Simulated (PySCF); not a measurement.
# Structure elucidation problem

An unknown has the formula C₆H₆N₂. Its calculated NMR data are:

1H NMR (500 MHz, computed): δ 7.32 (br s, 2H), 6.87 (m, 2H), 6.24 (m, 2H).

13C{1H} NMR (computed): δ 135.7 (C, 2C), 125.5 (CH, 2C), 97.0 (CH, 2C).

Method: shielding tensors at PBE0/pcSseg-2 (GIAO), coordinates at the PBE0-D3(BJ)/def2-TZVP level, in PySCF (non-relativistic Hamiltonian, one conformer, gas phase, averaged over atoms made equivalent by symmetry, fast rotation or ring inversion).

Shifts are taken against calculated references (same method and geometry level): 1H (σ = 31.52 ppm), 13C (σ = 186.03 ppm) vs TMS.

Q: Propose a structure and justify it.

A: 
1. The formula gives 5 degrees of unsaturation (2 rings in the answer).
2. 3 carbon signals for 6 carbons: some carbons are equivalent by symmetry or fast rotation.
3. Carbon types of the structure: 2 × C, 4 × CH, leaving 2 H on heteroatoms.
4. δC 135.7: ring-fusion aromatic carbon.
5. δC 125.5: aromatic CH next to a ring nitrogen.
6. δC 97.0: aromatic CH.
7. δH 7.32: hydrogen on a pyrrole-type ring nitrogen; exchangeable, gas-phase position.
8. δH 6.87: hydrogen on an aromatic CH next to a ring nitrogen; aromatic region.
9. δH 6.24: hydrogen on an aromatic CH; it sits in the deshielding region of the aromatic ring current.

Structure: SMILES c1cc2[nH]ccc2[nH]1.

This is the structure that produced the data.

OH/NH shifts are gas-phase values; hydrogen bonding in solution moves them, usually downfield. Shifts are as computed. Against solution values, carbons near 30 ppm lie about +3 ppm off and those near 130 ppm about +9 ppm. Of 1211 compounds with measured shifts, 218 miss one by over three times the rms of a fit or turn the order of signals round; such compounds aren't used in these exercises. Multiplicities follow the n + 1 count of equivalent neighbours, as no J values were calculated; m marks all less simple cases, F and P coupling included.
